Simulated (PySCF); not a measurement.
Dissociation curve of OH, doublet.

- UKS-LDA (SVWN5) = unrestricted LDA (SVWN5)/cc-pVQZ (PySCF)
- UHF/cc-pVQZ (PySCF)
- UKS-CAM-B3LYP = PySCF 2.14.0 with unrestricted CAM-B3LYP/cc-pVQZ

Magnitude of the dipole moment (D; its direction can reverse along the curve, and a method can change to another solution) and Mulliken charge of the fragment that holds O1:

| R / Å | μ UKS-LDA (SVWN5) | q UKS-LDA (SVWN5) | μ UHF | q UHF | μ UKS-CAM-B3LYP | q UKS-CAM-B3LYP |
|---|---|---|---|---|---|---|
| 0.73 | 1.54 | -0.09 | 1.57 | -0.09 | 1.54 | -0.07 |
| 0.79 | 1.58 | -0.14 | 1.62 | -0.15 | 1.59 | -0.13 |
| 0.82 | 1.60 | -0.16 | 1.65 | -0.18 | 1.61 | -0.16 |
| 0.88 | 1.63 | -0.21 | 1.70 | -0.22 | 1.65 | -0.21 |
| 0.92 | 1.66 | -0.23 | 1.73 | -0.25 | 1.68 | -0.24 |
| 0.94 | 1.67 | -0.24 | 1.75 | -0.26 | 1.69 | -0.25 |
| 0.97 | 1.68 | -0.26 | 1.77 | -0.28 | 1.71 | -0.26 |
| 0.99 | 1.70 | -0.27 | 1.79 | -0.28 | 1.72 | -0.27 |
| 1.03 | 1.72 | -0.28 | 1.82 | -0.29 | 1.74 | -0.28 |
| 1.08 | 1.74 | -0.29 | 1.85 | -0.30 | 1.77 | -0.29 |
| 1.14 | 1.77 | -0.29 | 1.89 | -0.30 | 1.80 | -0.30 |
| 1.21 | 1.80 | -0.29 | 1.90 | -0.30 | 1.83 | -0.30 |
| 1.31 | 1.85 | -0.29 | 1.75 | -0.26 | 1.87 | -0.29 |
| 1.44 | 1.90 | -0.27 | 1.18 | -0.17 | 1.90 | -0.27 |
| 1.61 | 1.95 | -0.26 | 0.64 | -0.09 | 1.76 | -0.23 |
| 1.73 | 1.95 | -0.24 | 0.42 | -0.05 | 1.54 | -0.19 |
| 1.95 | 1.85 | -0.20 | 0.20 | -0.02 | 1.10 | -0.12 |
| 2.13 | 1.71 | -0.17 | 0.12 | -0.01 | 0.80 | -0.08 |
| 2.36 | 1.50 | -0.13 | 0.06 | -0.01 | 0.50 | -0.04 |
| 2.61 | 1.27 | -0.10 | 0.04 | 0.00 | 0.29 | -0.02 |
| 2.93 | 0.99 | -0.07 | 0.02 | 0.00 | 0.13 | -0.01 |
| 3.39 | 0.65 | -0.04 | 0.01 | 0.00 | 0.04 | 0.00 |
| 3.85 | 0.39 | -0.02 | 0.00 | 0.00 | 0.01 | 0.00 |

The unrestricted determinant behind UKS-LDA (SVWN5) is spin-contaminated at 1.95 to 3.85 Å (<S²> up to 1.7, against 0.75 for a pure doublet). The unrestricted determinant behind UHF is spin-contaminated at 1.31 to 3.85 Å (<S²> up to 1.8, against 0.75 for a pure doublet). The unrestricted determinant behind UKS-CAM-B3LYP is spin-contaminated at 1.61 to 3.85 Å (<S²> up to 1.8, against 0.75 for a pure doublet).
